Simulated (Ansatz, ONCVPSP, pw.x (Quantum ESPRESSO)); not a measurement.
**pw.x on fcc W: one setting changed**

Potential: optimised norm-conserving Vanderbilt (ONCV), ONCVPSP 4.0.1.1 (patched build), PBEsol; core [Kr] 4d10 4f14, reference 5s2 5p6 5d4.5 6s1.5; waves: 5s+6s: rc 1.55 bohr, ncon 3, nbas 7, qcut 6.6 1/bohr, 2 projectors; 5p: rc 1.90 bohr, ncon 3, nbas 6, qcut 7.8 1/bohr, 2 projectors, debl 1.4 Ha; 5d: rc 2.80 bohr, ncon 4, nbas 8, qcut 5.1 1/bohr, 2 projectors, debl 3 Ha; local part: polynomial inside 1.15 bohr (lpopt 4, dvloc0 0 Ha); core correction: none. In the p channel the program set the typed energies aside and used -1.554, 0.250 Ha.

The reference run (k-mesh 14³, cutoffs 50/200 Ry, Fermi–Dirac 0.01 Ry, mixing_beta 0.4, conv_thr 1e-9, no spin) gives -2.60 GPa at 15.995 Å³/atom, where all-electron LAPW gives 0.14 GPa. This run, with its own iteration cap, changes smearing to mv.

```
&control
  calculation='scf', prefix='x', pseudo_dir='./', outdir='./tmp', tstress=.true., disk_io='none'
/
&system
  ibrav=0, nat=1, ntyp=1, ecutwfc=50, ecutrho=200, nbnd=15,
  occupations='smearing', smearing='mv', degauss=0.01
/
&electrons
  conv_thr=1e-09, mixing_beta=0.4, electron_maxstep=50
/
ATOMIC_SPECIES
W 1.0 W.UPF
CELL_PARAMETERS angstrom
  0.00000000 1.99979164 1.99979164
  1.99979164 0.00000000 1.99979164
  1.99979164 1.99979164 0.00000000
ATOMIC_POSITIONS crystal
W 0.0000 0.0000 0.0000
K_POINTS automatic
14 14 14 0 0 0
```

```bash
pw.x < W.scf.in > W.scf.out
```

**Question.** How does the run end?

**Answer.** It converges in 7 iterations; the free energy moves by +36.7 meV/atom and the pressure by -0.40 GPa. This scheme is built to cancel the term in the square of the width that Fermi–Dirac smearing leaves in the F of a metal.

```
Message from routine setup:
     using ibrav=0 with symmetry is DISCOURAGED, use correct ibrav instead
     lattice parameter (alat)  =       5.3444  a.u.
     unit-cell volume          =     107.9396 (a.u.)^3
     number of electrons       =        14.00
     number of Kohn-Sham states=           15
     kinetic-energy cutoff     =      50.0000  Ry
     charge density cutoff     =     200.0000  Ry
     scf convergence threshold =      1.0E-09
     Exchange-correlation= PBESOL
     number of k points=   104  Marzari-Vanderbilt smearing, width (Ry)=  0.0100
     iteration #  1     ecut=    50.00 Ry     beta= 0.40
     total energy              =    -136.47783282 Ry
     estimated scf accuracy    <       0.06312156 Ry
     iteration #  2     ecut=    50.00 Ry     beta= 0.40
     total energy              =    -136.47687532 Ry
     estimated scf accuracy    <       0.01040565 Ry
     iteration #  3     ecut=    50.00 Ry     beta= 0.40
     total energy              =    -136.47809844 Ry
     estimated scf accuracy    <       0.00040602 Ry
     iteration #  4     ecut=    50.00 Ry     beta= 0.40
     total energy              =    -136.47812597 Ry
     estimated scf accuracy    <       0.00000309 Ry
     iteration #  5     ecut=    50.00 Ry     beta= 0.40
     total energy              =    -136.47812735 Ry
     estimated scf accuracy    <       0.00000029 Ry
     iteration #  6     ecut=    50.00 Ry     beta= 0.40
     total energy              =    -136.47812737 Ry
     estimated scf accuracy    <          1.9E-09 Ry
     iteration #  7     ecut=    50.00 Ry     beta= 0.40
     the Fermi energy is    21.7170 ev
!    total energy              =    -136.47812737 Ry
     estimated scf accuracy    <          1.0E-10 Ry
     smearing contrib. (-TS)   =       0.00018425 Ry
     The total energy is F=E-TS. E is the sum of the following terms:
     one-electron contribution =     -18.49088225 Ry
     hartree contribution      =      15.99158518 Ry
     xc contribution           =     -15.08260610 Ry
     ewald contribution        =    -118.89640845 Ry
     convergence has been achieved in   7 iterations
          total   stress  (Ry/bohr**3)                   (kbar)     P=      -29.98
     Message from routine punch:
     Nothing written, as per user request (disk_io='none')
```

The run took about 18 s on one core of a shared host (Neoverse-N1, 64 threads, 124 GiB, load 59).
